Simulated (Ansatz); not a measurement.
# HO+ (singlet): wave-function methods side by side at distance O1–H2 = 1.427 Å, aug-cc-pVDZ

Aim: climb from Hartree-Fock through coupled cluster and multireference methods for HO+ (singlet) at one geometry and basis, and see what each rung misses.

Computed with Ansatz 0.2.0, Gaussian basis. Level: aug-cc-pVDZ, core rule «outside noble gas», up to 1 orbitals frozen.

Plan: UHF; CCSD(T) on RHF; CCSD(T) on UHF; BCCD(T) on RHF; CISD; CCSDT(Q) on RHF; CCSDT(Q) on UHF; CASSCF and MRCISD+Q, 2 electrons in 2 orbitals; CASSCF and NEVPT2, 2 electrons in 2 orbitals; CASSCF and MRCISD+Q, 6 electrons in 5 orbitals; CASSCF and NEVPT2, 6 electrons in 5 orbitals; Full CI; Full CI in the symmetry of the determinant.

30 further runs of the same task are left out: 2 for a known fault of the program, 18 that didn't finish, 10 set aside as unsound or not needed.

## Step 1: The geometry

The geometry derives from a PBE0/def2-TZVP stationary point (not a proven minimum). One bond is set to the value named and the two fragments are kept rigid.

2 atoms, charge 1, spin multiplicity 1.

Atoms are counted from 1 here; the program's logs count them from 0.

No contacts short enough for the rule that draws bonds.

## Step 2: UHF

in.yaml

```yaml
crystal:
  periodic: [false, false, false]
  atoms:
    - {symbol: O, position_ang: [0.000000, 0.000000, 0.000000]}
    - {symbol: H, position_ang: [0.000000, 0.000000, 1.427000]}
basis:
  gaussian: {orbitals: aug-cc-pVDZ}
total_charge: 1
magnetization: {spin_polarized: true, initial_magnetization: 0}
hamiltonian: {xc: hf}
output: {orbitals: {seedname: orbitals}}
```

The run is started by

```
> ansatz run in.yaml --threads 1 --pin off --events-out ev --progress --plain --max-ram 2393MiB
```

The runs that follow: CCSD(T) on RHF; CCSD(T) on UHF; BCCD(T) on RHF; CISD; CCSDT(Q) on RHF; CCSDT(Q) on UHF; CASSCF and MRCISD+Q, 2 electrons in 2 orbitals; CASSCF and NEVPT2, 2 electrons in 2 orbitals; CASSCF and MRCISD+Q, 6 electrons in 5 orbitals; CASSCF and NEVPT2, 6 electrons in 5 orbitals; Full CI; Full CI in the symmetry of the determinant.

Before running them: what should the planned runs give, taken together? Wanted: FCI below the RHF energy; RMP2 from FCI; RCCSD from FCI; RCCSD(T) from FCI; RCCSDT(Q) from FCI; NEVPT2 pair from FCI; MRCISD+Q pair from FCI; NEVPT2 valence from FCI; T1 diagnostic.

The runs gave:

```
                         quantity                                               value
         FCI below the RHF energy                                          -5.2970 eV
                    RMP2 from FCI                                     +35.09 kcal/mol
                   RCCSD from FCI                                     +12.23 kcal/mol
                RCCSD(T) from FCI                                      +5.78 kcal/mol
               RCCSDT(Q) from FCI                                      -0.13 kcal/mol
             NEVPT2 pair from FCI                                     +12.82 kcal/mol
           MRCISD+Q pair from FCI                                      -0.45 kcal/mol
          NEVPT2 valence from FCI                                     +12.47 kcal/mol
levels within 1 kcal/mol (43 meV)  RCCSDT, RCCSDT(Q), MRCISD+Q pair, MRCISD+Q valence
                    T1 diagnostic                                               0.018
   effectively unpaired electrons                                                2.03
```

RCCSD(T) misses by +5.78 kcal/mol, 4.7 % of the correlation energy. RCCSDT(Q), MRCISD+Q pair fall below full CI, which methods that aren't variational can do. With 2.0 effectively unpaired electrons against 0 the state is strongly multireference. Of the multireference levels listed MRCISD+Q valence comes nearest in total energy (+0.05 kcal/mol), which doesn't show that its space is the better one. These misses are within one basis, not against nature.
